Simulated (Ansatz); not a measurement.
Two isomers of C5H12O: A = `COC(C)(C)C`, B = `CCCCOC`.

Gas-phase electronic energies from Ansatz, PBE0-D4/def2-TZVP geometries. CCSD(T)/CBS is the MP2 limit (def2-TZVPP, def2-QZVPP) plus CCSD(T) − MP2 in def2-TZVPP, frozen cores. DFT in def2-TZVPP. B3LYP here is the variant with VWN-RPA as its local correlation; programs differ in this. Each species was taken in one conformer, which may not be the lowest.

**Question.** Which isomer does CCSD(T)/CBS put lower? Give the gap. (An estimate is asked.)

**Answer.** Ansatz gave: A, by 21.0 kJ/mol.

**Question.** Give E(B) − E(A) in kJ/mol with B3LYP-D4, CCSD(T)/def2-SVP, r2SCAN-D4, PBE0-D4, PBE-D4, CCSD(T)/def2-TZVPP, CCSD/def2-TZVPP. (An estimate is asked.)

**Answer.** Ansatz gave: B3LYP-D4 16.3, CCSD(T)/def2-SVP 20.5, r2SCAN-D4 20.3, PBE0-D4 15.4, PBE-D4 15.9, CCSD(T)/def2-TZVPP 20.9, CCSD/def2-TZVPP 17.5. None reverses the order clearly.

Largest T1 diagnostic: 0.010.

In def2-TZVPP, CCSD(T) changes the Hartree–Fock value by +19.2 kJ/mol (the triples alone add +3.4 kJ/mol) and MP2 by +22.0 kJ/mol. The D4 term adds +9.9 kJ/mol with B3LYP and +5.4 kJ/mol with PBE0; it sums over pairs of atoms, weighted by their polarisabilities, and B3LYP, whose exchange is more repulsive, gets the larger term.
